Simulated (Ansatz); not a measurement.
We consider tetradymite Bi₂Se₃, described by r²SCAN-D4 (Ansatz, a program for electronic structure, plane waves, PAW).

Run with plane-wave cutoff 500 eV, 10×10×10 k mesh, Fermi–Dirac smearing 0.05 eV, scalar-relativistic PAW data made under PBE.

Computed at the level's own relaxed cell.

Q: Estimate the equilibrium volume per atom, lattice constant a and lattice parameter c that the calculation returns.

A: 
- equilibrium volume per atom: 29.31 Å³/atom
- lattice constant a: 4.149 Å
- lattice parameter c: 29.497 Å

Measured, for comparison: lattice constant a 4.143 Å, lattice parameter c 28.636 Å (temperature not stated, no zero-point or thermal correction; as tabulated in Luo et al. (2012), arXiv:1308.1523). Computed (rounded) less measured: lattice constant a +0.1 %, lattice parameter c +3.0 %.

Spin–orbit coupling is not included; it can shift volumes and moduli of such heavy elements.

The computed numbers hold no vibrational or temperature effects.

Computing time: about 4 core-minutes (a rough figure).
